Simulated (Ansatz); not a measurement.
Input file:

```yaml
crystal:
  periodic: [false, false, false]
  atoms:
    - {symbol: F, position_ang: [0.000000, 0.000000, 1.402006]}
    - {symbol: As, position_ang: [0.000000, 0.000000, -0.349279]}
    - {symbol: H, position_ang: [0.000000, 1.613159, -0.231823]}
    - {symbol: H, position_ang: [0.000000, -1.613159, -0.231823]}
basis:
  gaussian: {orbitals: cc-pVDZ}
magnetization: {spin_polarized: false, initial_magnetization: 4}
hamiltonian: {xc: hf}
output: {forces: true, orbitals: {seedname: orbitals}}
```

```sh
$ ansatz run in.yaml --threads 1 --pin off --events-out ev --progress --plain --max-ram 2393MiB
```

Output:

```
546 factors; integrals over basis functions are off by at most 9.7e-4 eV
mean field evaluation 1: about -63520.5375 eV, gradient 2.1e1 eV
mean field evaluation 2: about -63520.5721 eV, gradient 2.1e1 eV
mean field evaluation 4: about -63522.0888 eV, gradient 2.4e0 eV
mean field evaluation 8: about -63522.1209 eV, gradient 2.5e-1 eV
mean field evaluation 16: about -63522.5278 eV, gradient 8.1e-1 eV
mean field evaluation 32: about -63522.2661 eV, gradient 1.2e0 eV
mean field evaluation 64: about -63522.3167 eV, gradient 8.6e-1 eV
mean field evaluation 96: about -63519.7456 eV, gradient 2.4e0 eV
mean field evaluation 128: about -63521.4805 eV, gradient 1.9e0 eV
mean field evaluation 160: about -63522.1199 eV, gradient 4.2e-5 eV
mean field -63522.53467842 eV, -2334.4100923113 hartree, gradient 1.5e-5 eV, S^2 6.000000; 5 other end points of the search recorded, 0 dependent functions left out
the calculation of the forces begins
reference -63522.53467842 eV, -2334.4100923113 hartree; 24, 20 occupied and 27, 31 virtual orbitals, 546 factors
Total energy: -63522.53467842 eV, -2334.4100923113 hartree
Atom 0 at     0.000000     0.000000     1.402006 Å, force     0.000000    -0.000000    12.231934 eV/Å
Atom 1 at     0.000000     0.000000    -0.349279 Å, force     0.000000     0.000000   -11.610544 eV/Å
Atom 2 at     0.000000     1.613159    -0.231823 Å, force     0.000000     0.773734    -0.310695 eV/Å
Atom 3 at     0.000000    -1.613159    -0.231823 Å, force     0.000000    -0.773734    -0.310695 eV/Å
Dipole moment:     0.000000    -0.000000     0.339366 e Å
```

Forces (eV/Å):
```
F     0.000   0.000  12.232
As    0.000   0.000 -11.611
H     0.000   0.774  -0.311
H     0.000  -0.774  -0.311
```

Ran on 1 thread of Arm Neoverse V2, shared host: 2 s wall, 0.1 GiB peak host memory.
